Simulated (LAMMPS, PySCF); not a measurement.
**Rock-salt MgO, bulk modulus B0**

Reference value: 170 GPa (measured, 0 K value with the zero-point phonon effect removed; as tabulated in Mejia-Rodriguez and Trickey (2018), arXiv:1807.09216).

```
level (code)                                  value (GPa)  cell (Å³/atom)
--------------------------------------------  -----------  --------------
ionic model catlow1992 (shell model, LAMMPS)          211            9.54
ionic model lewis1985b (shell model, LAMMPS)          210            9.33
ionic model pedone2006 (rigid ions, LAMMPS)           168            9.53
PBE (PySCF)                                       152 ± 5            9.63
Hartree–Fock (PySCF)                                    ?            9.14
MP2 (PySCF)                                       153 ± 5            9.55
```

Q: Some entries are withheld; supply them.

A: 
- Hartree–Fock (PySCF), value (GPa): 183 ± 5

Errors against the reference: ionic model catlow1992 +24 %, ionic model lewis1985b +24 %, ionic model pedone2006 -1.2 %, PBE -10.6 %, Hartree–Fock +7.6 %, MP2 -10.0 %.

Leaving aside ionic model catlow1992, ionic model lewis1985b, ionic model pedone2006, which can be fitted to such values or carry a doubt: With a margin of 1.9 % (twice that across the reference) picked here for doubts on the reference and the settings, these levels can't be ranked. Every level misses the reference by more than 5 %.

A ± on a computed value is a rough bar: the spread of its extrapolation, a floor set from checks against published values, or a statistical error. Each level is taken at its own relaxed cell.

Empirical potentials (ionic model catlow1992, ionic model lewis1985b, ionic model pedone2006) are fitted to chosen data, which need not cover the solid at hand: agreement can be built in, and what lay outside the fit can be far off.

Differences are worked out from the printed values.
